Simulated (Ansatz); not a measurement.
# Molecular dynamics, step by step

SiNH5F (SMILES [NH3+][SiH2]F) (charge +1), singlet, PBE0-D4/def2-SVP (Ansatz 0.2.0). Settings (timestep in fs, temperature in K; T counts 18 degrees of freedom):

```yaml
hamiltonian: {xc: pbe0, dispersion: d4}
md: {n_steps: 80, timestep: 0.5, temperature: 700, ensemble: nve, seed: 861, initial_velocities: maxwell_boltzmann}
```

Start (the SMILES describes the start alone):

```xyz
8
angstrom
N -0.5358 0.5894 -0.4664
Si 0.5069 -0.6042 0.6215
F 1.4298 -1.1055 -0.5645
H -1.0075 0.0788 -1.2202
H 0.0644 1.2847 -0.9223
H -1.2543 1.0995 0.0523
H 1.2343 0.2844 1.4964
H -0.4378 -1.6271 1.0031
```

```
step  time (fs)  potential energy less the start (meV)  kinetic energy (meV)  T (K)
   0       0.00                                    0.0                 542.9    700
   5       2.50                                  364.7                 185.6    239
  10       5.00                                  104.4                 440.1    567
  15       7.50                                  274.3                 274.8    354
  20      10.00                                  206.4                 338.9    437
  25      12.50                                  250.5                 297.4    383
  30      15.00                                  170.6                 374.4    483
  35      17.50                                  372.7                 177.1    228
  40      20.00                                   71.1                 473.5    610
  45      22.50                                  228.3                 318.7    411
  50      25.00                                  306.4                 240.9    311
  55      27.50                                  187.5                 359.3    463
  60      30.00                                  245.0                 301.8    389
  65      32.50                                  278.8                 267.6    345
  70      35.00                                  236.9                 309.6    399
  75      37.50                                  309.2                 237.3    306
  80      40.00                                  361.1                 188.3    243
```

Step 15, positions (Å) and forces (eV/Å):

```
atom       x       y       z      Fx      Fy      Fz
  N1  -0.563   0.600  -0.441   3.596   2.021   0.306
 Si2   0.496  -0.601   0.604   0.679   1.167   0.518
  F3   1.470  -1.134  -0.569  -0.497  -0.030   0.524
  H4  -0.938   0.120  -1.199  -1.598  -1.456  -1.991
  H5   0.061   1.344  -0.947  -1.299  -1.212   1.413
  H6  -1.278   1.046   0.111  -0.729   0.584   0.191
  H7   1.247   0.407   1.545  -0.734  -1.169  -0.781
  H8  -0.578  -1.513   1.119   0.584   0.095  -0.179
```

Step 25, positions (Å) and forces (eV/Å):

```
atom       x       y       z      Fx      Fy      Fz
  N1  -0.558   0.609  -0.428  -3.206  -2.307  -0.334
 Si2   0.490  -0.594   0.589   1.735   1.587   0.318
  F3   1.490  -1.153  -0.565  -0.913   0.178   0.824
  H4  -1.066   0.070  -1.236   1.246   1.307   1.378
  H5  -0.039   1.362  -0.788   1.276   1.526  -1.221
  H6  -1.350   1.071   0.087   0.691  -0.548  -0.140
  H7   1.210   0.378   1.569  -0.511  -0.948  -0.876
  H8  -0.537  -1.418   1.170  -0.318  -0.795   0.050
```

Step 40, positions (Å) and forces (eV/Å):

```json
{"atom": "N1", "x": "-0.579", "y": "0.615", "z": "-0.415", "Fx": "-1.994", "Fy": "-1.538", "Fz": "-0.249"}
{"atom": "Si2", "x": "0.496", "y": "-0.575", "z": "0.563", "Fx": "-0.003", "Fy": "-0.923", "Fz": "0.557"}
{"atom": "F3", "x": "1.500", "y": "-1.179", "z": "-0.541", "Fx": "-0.605", "Fy": "0.255", "Fz": "0.295"}
{"atom": "H4", "x": "-1.054", "y": "0.177", "z": "-1.252", "Fx": "0.583", "Fy": "0.315", "Fz": "0.778"}
{"atom": "H5", "x": "-0.083", "y": "1.398", "z": "-0.756", "Fx": "1.138", "Fy": "1.567", "Fz": "-0.780"}
{"atom": "H6", "x": "-1.360", "y": "1.011", "z": "0.143", "Fx": "0.276", "Fy": "-0.207", "Fz": "0.000"}
{"atom": "H7", "x": "1.176", "y": "0.256", "z": "1.554", "Fx": "0.190", "Fy": "0.306", "Fz": "-0.013"}
{"atom": "H8", "x": "-0.504", "y": "-1.516", "z": "1.191", "Fx": "0.414", "Fy": "0.224", "Fz": "-0.588"}
```

Last step (80):

```xyz
8
angstrom
N -0.6201 0.6558 -0.4008
Si 0.5141 -0.5724 0.5407
F 1.5139 -1.2256 -0.5073
H -1.0955 0.2392 -1.2745
H -0.2183 1.4935 -0.6588
H -1.4490 0.9435 0.1636
H 1.2021 0.4864 1.5399
H -0.4568 -1.5870 0.9020
```

The run took about 45 s on 2 CPU threads of an Intel Xeon 6975P-C (shared host).
